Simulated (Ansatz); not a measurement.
The input, for Ansatz 0.2.0:

```yaml
crystal:
  periodic: [false, false, false]
  atoms:
    - {symbol: N, position_ang: [-0.016881, 0.006045, 0.643903]}
    - {symbol: C, position_ang: [-0.008274, 0.014419, -0.719541]}
    - {symbol: H, position_ang: [0.204903, -0.850611, 1.123336]}
    - {symbol: H, position_ang: [0.288011, 0.759332, 1.141551]}
    - {symbol: H, position_ang: [-0.146633, -1.022604, -1.328823]}
    - {symbol: H, position_ang: [-0.013104, 0.858053, -1.309856]}
basis:
  gaussian: {orbitals: cc-pVDZ}
magnetization: {spin_polarized: false, initial_magnetization: 1}
correlation: {method: ccsd_t, electrons: valence}
```

```sh
$ ansatz run in.yaml --threads 1 --pin off --events-out ev --progress --plain --max-ram 2393MiB
```

The program prints:

```
437 factors; integrals over basis functions are off by at most 1.3e-3 eV
mean field evaluation 1: about -2572.1081 eV, gradient 2.2e1 eV
mean field evaluation 2: about -2572.1910 eV, gradient 2.2e1 eV
mean field evaluation 4: about -2573.4981 eV, gradient 2.7e0 eV
mean field evaluation 8: about -2573.5244 eV, gradient 3.1e-1 eV
mean field evaluation 16: about -2573.2274 eV, gradient 8.5e0 eV
mean field evaluation 32: about -2568.9410 eV, gradient 2.9e-1 eV
mean field -2573.52514644 eV, -94.5753047338 hartree, gradient 4.9e-6 eV, S^2 0.750000; 0 other end points of the search recorded, 0 dependent functions left out
2 core orbitals not correlated: weight in the atoms' cores, before any rotation towards them, 1.000 or more for the frozen orbitals, at most 0.000 for the correlated occupied ones
reference -2573.52514644 eV, -94.5753047338 hartree; 7, 6 occupied and 39, 40 virtual orbitals, 437 factors
second order -8.12810381 eV of doubles, -0.07962808 eV of singles
cycle   1  -8.71046112 eV  change   -5.0e-1 eV  update   6.0e-2
cycle   2  -8.94821211 eV  change   -2.4e-1 eV  update   2.1e-2
cycle   3  -8.98802964 eV  change   -4.0e-2 eV  update   1.1e-2
cycle   4  -8.98435827 eV  change    3.7e-3 eV  update   4.7e-3
cycle   5  -8.98438433 eV  change   -2.6e-5 eV  update   1.7e-3
cycle   6  -8.98406010 eV  change    3.2e-4 eV  update   4.7e-4
cycle   7  -8.98405344 eV  change    6.7e-6 eV  update   1.9e-4
cycle   8  -8.98407709 eV  change   -2.4e-5 eV  update   8.7e-5
cycle   9  -8.98405980 eV  change    1.7e-5 eV  update   4.2e-5
cycle  10  -8.98407194 eV  change   -1.2e-5 eV  update   1.8e-5
cycle  11  -8.98407197 eV  change   -3.0e-8 eV  update   7.2e-6
perturbative correction -0.21338428 eV, -0.0078417278 hartree
Total energy: -2582.72260269 eV, -94.9133050167 hartree
```

Ran on 1 thread of Arm Neoverse V1, shared host: 1.5 s wall, 0.14 GiB peak host memory.
